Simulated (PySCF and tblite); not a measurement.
The numbers below are computed, except where a source is named.
**Conformer ensemble of C4H10O, numbered as in [CH3:1][CH2:2][CH2:3][O:4][CH3:5]**

Free energies: CAM-B3LYP-D3(BJ)/def2-TZVP (IEF-PCM, chloroform) on PBE0-D3(BJ)/def2-SVP structures plus GFN2-xTB thermal terms, symmetry and mirror images included. Conformers within 3 kcal/mol (GFN2-xTB free energy) were kept, 8 at most. GIAO shieldings: wB97X-D/pcSseg-1 (IEF-PCM, chloroform). Couplings: B3LYP/pcJ-1 (gas phase; spin-dipole term only for pairs with B, N, F, Si or P). Couplings are for ¹³C, ¹H, ¹⁷O; a prime marks the second kind of pair between the same two sets of atoms. Shifts are against TMS (¹H), TMS (¹³C) at the same level. Run with PySCF (density fitting) and tblite.

Torsions listed: C1–C2–C3–O4, C2–C3–O4–C5. Of a mirror pair one member is shown.

```tsv
conformer	shape	symmetry	E(GFN2) kcal/mol	E(DFT) kcal/mol	G(298.15 K) kcal/mol	weight %	dipole D
1	62°, -177°	C1 (pair)	0.23	0.00	0.00	56.7	1.38
2	-179°, -179°	Cs	0.07	0.05	0.37	30.2	1.34
3	55°, 72°	C1 (pair)	0.15	1.02	1.23	7.1	1.59
4	176°, 74°	C1 (pair)	0.00	1.19	1.33	6.0	1.59
```

Weights (%) against temperature:

| T (K) | 1 | 2 | 3 | 4 | S(mix) cal/mol/K |
| --- | --- | --- | --- | --- | --- |
| 250 | 59.5 | 31.2 | 5.2 | 4.1 | 2.85 |
| 273.15 | 58.1 | 30.7 | 6.1 | 5.0 | 2.94 |
| 298.15 | 56.7 | 30.2 | 7.1 | 6.0 | 3.03 |
| 323.15 | 55.4 | 29.7 | 8.1 | 6.9 | 3.11 |
| 373.15 | 53.0 | 28.6 | 9.7 | 8.7 | 3.23 |

Averaged shifts at 298.15 K. ¹H: 3.33 (H5, 3H), 3.11 (H3, 2H), 1.39 (H2, 2H), 0.93 (H1, 3H) ppm. ¹³C: 75.4 (C3), 59.6 (C5), 25.8 (C2), 12.7 (C1) ppm.

Averaged couplings (Hz): ¹J(C1,C2) 37.3, ³J(C1,O4) -2.7, ¹J(C1,H1) 132.4, ²J(C1,H2) -3.4, ³J(C1,H3) 4.7, ¹J(C2,C3) 41.0, ²J(C2,O4) -8.4, ²J(H1,C2) -3.6, ¹J(C2,H2) 131.3, ²J(C2,H3) -1.9, ¹J(C3,O4) 22.7, ³J(H1,C3) 6.1, ²J(H2,C3) -3.9, ¹J(C3,H3) 141.4, ³J(C3,H5) 6.1, ¹J(O4,C5) 23.4, ³J(H2,O4) -4.7, ²J(H3,O4) -3.8, ²J(O4,H5) -6.8, ³J(H3,C5) 3.1, ¹J(C5,H5) 144.4, ²J(H1,H1) -14.0, ³J(H1,H2) 8.3, ²J(H2,H2) -14.9, ³J(H2,H3) 7.0, ³J(H2,H3′) 7.2, ²J(H3,H3) -10.1, ²J(H5,H5) -11.2.

Coordinates of conformer 1 (Å):

```xyz
15

C    -2.025   -0.535    0.436
C    -1.229    0.270   -0.578
C     0.174    0.597   -0.111
O     0.880   -0.593    0.091
C     2.164   -0.404    0.589
H    -1.506   -1.476    0.672
H    -3.029   -0.781    0.057
H    -2.150    0.021    1.379
H    -1.744    1.218   -0.811
H    -1.154   -0.286   -1.528
H     0.134    1.187    0.831
H     0.693    1.231   -0.861
H     2.783    0.226   -0.082
H     2.644   -1.388    0.681
H     2.158    0.077    1.588
```

Shifts are unscaled: against experiment ¹³C can be off by 15 ppm or more and ¹H by 0.8 ppm.

Search and properties took 3.3 min on 1 thread of Arm Neoverse V2, shared host (rough), launched as `OMP_NUM_THREADS=1 python ens_run.py task.json out`.
